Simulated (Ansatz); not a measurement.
## HPB, doublet in 6-31G: errors against full CI

Geometry: a PBE0/def2-TZVP stationary point for this spin, not checked as a minimum.

| atom | x (Å) | y (Å) | z (Å) |
| --- | --- | --- | --- |
| B | 0.0000 | -0.1023 | 1.2468 |
| P | 0.0000 | -0.0022 | -0.4526 |
| H | 0.0000 | 1.1642 | 0.5345 |

Basis 6-31G; Ansatz 0.2.0. Only valence electrons are correlated (noble-gas cores frozen), which leaves 9 electrons in 18 orbitals. Prefix R: restricted or restricted open-shell reference; prefix U: unrestricted. Active spaces: valence = (9e, 9o) chosen from the atoms' valence shells.

Full CI is exact within this basis and frozen core; it isn't the basis-set limit. The frozen core follows each run's orbitals, which can shift R against U totals by a few meV.

Unrestricted rows (U) aren't spin-pure: their determinants' ⟨S²⟩ exceeds S(S+1) by up to 0.22, so they mix in states of higher spin. For open shells CISD and CISDTQ are restricted-active-space CI with the open shells as a complete middle space.

The UHF ⟨S²⟩ is 0.966 and the T1 diagnostic (RCCSD) is 0.0406. The largest doubles amplitude (RCCSD) is 0.122 and the T1 diagnostic (UCCSD) is 0.0521.

| level | E − E(full CI) (meV) | share of correlation (%) | wall time |
| --- | --- | --- | --- |
| RHF | 3726 | 0.00 | – |
| UHF | 3540 | 4.98 | – |
| RMP2 | 740 | 80.13 | – |
| UMP2 | 839 | 77.48 | – |
| CISD | 414 | 88.88 | 0.42 s |
| RCCSD | 192 | 94.83 | – |
| UCCSD | 185 | 95.04 | – |
| RCCSD(T) | 35 | 99.05 | 0.6 s |
| UCCSD(T) | 48 | 98.72 | 0.69 s |
| BCCD(T) | 40 | 98.93 | 0.72 s |
| RCCSDT | 8 | 99.78 | – |
| UCCSDT | 9 | 99.77 | – |
| CISDTQ | 21 | 99.44 | 6.5 s |
| RCCSDT(Q) | 3 | 99.92 | 3.1 s |
| UCCSDT(Q) | -2 | 100.05 | 3 s |
| RCCSDTQ | 0 | 99.99 | 33 s |
| UCCSDTQ | 0 | 99.99 | 32 s |
| CASSCF (valence space) | 968 | 74.01 | – |
| NEVPT2 (valence space) | 269 | 92.79 | 2.3 s |
| NEVPT4(SD) (valence space) | 38 | 98.98 | 3.3 s |
| MRCISD (valence space) | 30 | 99.19 | – |
| MRCISD+Q (valence space) | 8 | 99.79 | 3.5 s |

The correlation energy at full CI, counted from RHF, is -3.726 eV. That run took 1.8 min on 1 thread of Arm Neoverse V2, shared host over 13,106,016 determinants.

Times hold each run's SCF and search for its determinant on a shared host, so for small cases they say little of a method's own cost; they ran on 1 thread of Arm Neoverse V2.

The full-CI state has the irrep A' of Cs, in the program's axes.

Natural occupations of full CI about the gap: 1.982 1.944 1.930 1.902 1.000 0.096 0.056 0.030 0.024 0.009; effectively unpaired electrons, Σ n²(2−n)², 1.12.

Atomization energy (electronic, same basis, no zero-point term; atoms at the same level, unrestricted beside the R rows where the molecule is a closed shell, with restricted open-shell steps beyond CCSDT(Q)) at full CI: 451.6 kJ/mol. Errors of other levels:

```tsv
level	error (kJ/mol)
RHF	-205.9
UHF	-188.5
RMP2	-8.2
UMP2	-18.1
CISD	-38.2
RCCSD	-16.9
UCCSD	-16.2
RCCSD(T)	-2.9
UCCSD(T)	-4.1
BCCD(T)	-3.3
RCCSDT	-0.8
UCCSDT	-0.9
CISDTQ	-2.0
RCCSDT(Q)	-0.3
UCCSDT(Q)	0.1
RCCSDTQ	0.0
UCCSDTQ	-0.1
CASSCF (valence space)	-29.9
NEVPT2 (valence space)	-1.4
NEVPT4(SD) (valence space)	0.3
MRCISD (valence space)	-2.5
MRCISD+Q (valence space)	-1.0
```

This basis is far from its limit, so the value isn't to be set against a measured one. Truncated CI isn't size-consistent, which counts against it in atomization.
